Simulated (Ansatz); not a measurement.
`C=CC(=C)F`. Total charge 0; spin multiplicity 1. All single points use the PBE0-D4/def2-TZVP geometry. It is one conformer, not always the lowest.

```xyz
10

C     1.590   -0.832    0.378
C     0.345   -0.659   -0.058
C    -0.381    0.591    0.024
C    -1.621    0.809   -0.397
F     0.308    1.596    0.588
H     2.083   -1.791    0.290
H     2.144   -0.020    0.833
H    -0.203   -1.478   -0.512
H    -2.085    1.780   -0.294
H    -2.180    0.004   -0.852
```

Question: What is the dipole moment at PBE/def2-TZVPP? (Estimate.)

Answer: Ansatz gave: 1.23 D, with components (-0.38, -1.07, -0.46) D in this frame, pointing from negative to positive charge.

Question: And with r2SCAN, B3LYP, ωB97M-V? (An estimate is asked.)

Answer: Computed: r2SCAN 1.29 D, B3LYP 1.35 D, ωB97M-V 1.35 D.

Question: Give the Mulliken charges with PBE, r2SCAN, ωB97M-V in def2-TZVPP. (Estimate.)

Answer: The calculation gave: 
| atom | PBE | r2SCAN | ωB97M-V |
| --- | --- | --- | --- |
| C1 | -0.19 | -0.16 | -0.21 |
| C2 | -0.13 | -0.11 | -0.12 |
| C3 | 0.24 | 0.27 | 0.25 |
| C4 | -0.24 | -0.22 | -0.25 |
| F5 | -0.17 | -0.21 | -0.21 |
| H6 | 0.10 | 0.09 | 0.11 |
| H7 | 0.10 | 0.09 | 0.11 |
| H8 | 0.09 | 0.07 | 0.10 |
| H9 | 0.10 | 0.10 | 0.11 |
| H10 | 0.09 | 0.08 | 0.10 |

B3LYP here is the variant with VWN-RPA as its local correlation; programs differ in this.
